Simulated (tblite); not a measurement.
C5H9P.
Structure used (GFN2-xTB), in Å, numbered top down from 1:
```xyz
15
C5H9P angstrom
C      2.6571   -0.3083   -0.3266
C      1.5171    0.2942   -0.0229
C      0.2323   -0.0074   -0.6523
P     -0.7747    1.4041   -1.3739
C     -1.0606    0.2677    0.0655
C     -2.1629   -0.7570   -0.0297
H      3.5806   -0.0534    0.1631
H      2.7057   -1.0813   -1.0751
H      1.4970    1.0721    0.7312
H      0.2364   -0.8870   -1.2906
H     -0.1451    2.3936   -0.6058
H     -0.9689    0.7216    1.0482
H     -2.2458   -1.1344   -1.0478
H     -3.1187   -0.3207    0.2546
H     -1.9539   -1.5959    0.6345
```

Calculated harmonic vibrations of the isolated species, GFN2-xTB (tblite), most abundant isotopes, no scaling. The method is semi-empirical: single wavenumbers can be off by several per cent or more. Modes of hydrogen on phosphorus can be 10 to 20 % off. One conformer, not necessarily the lowest.

Harmonic wavenumbers (cm⁻¹): 84.4, 186.3, 200.9, 215.4, 286.5, 378.6, 423.4, 586.8, 659.2, 676.1, 717.7, 870.1, 881.3, 899.5, 970.2, 978.5, 989.8, 1020.9, 1073.9, 1112.2, 1156.1, 1180.3, 1226.4, 1296.4, 1349.1, 1409.6, 1417.7, 1486.6, 1490.7, 1685.9, 2236.5, 2998.2, 3000.3, 3006.5, 3022.1, 3025.6, 3039.4, 3105.9, 3134.6.

A = 4616, B = 1927, C = 1500 MHz; mass 100.044 u (most abundant isotopes); point group C1, symmetry number 1.

**Question.** What is the zero-point energy?

**Answer.** Half the sum of the wavenumbers: 26740 cm⁻¹ = 319.88 kJ/mol.

**Question.** Give the ideal-gas entropy at 400 K and 1 bar in the rigid-rotor, harmonic-oscillator model (classical rotation).

**Answer.** Translation 172.40, rotation 119.06, vibration 98.30: S = 389.8 J/(mol K).

**Question.** And Cp and H(400 K) − H(0)?

**Answer.** Cp = 153.46 J/(mol K), of which vibrations give 120.20 (their classical limit is 39 R = 324.3); H(400 K) − H(0) = 35.70 kJ/mol without the zero-point energy, 22.40 from vibrations.

**Question.** Which modes carry the vibrational entropy at 400 K?

**Answer.** 84.4 cm⁻¹: 18.26; 186.3 cm⁻¹: 11.80; 200.9 cm⁻¹: 11.19; 215.4 cm⁻¹: 10.64; 286.5 cm⁻¹: 8.42; 378.6 cm⁻¹: 6.36 J/(mol K); the other 33 give 31.62 together.

**Question.** What must be added to the electronic energy to get the Gibbs energy at 400 K and 1 bar?

**Answer.** ZPE + [H(400 K) − H(0)] − T·S = 319.88 + 35.70 − 155.90 = 199.68 kJ/mol.

Hindered rotation and anharmonicity are outside this model. Other conformers, if any are populated, would add a mixing term that is left out. The structure is chiral; the term R ln 2 for an equal mix with its mirror image is left out.
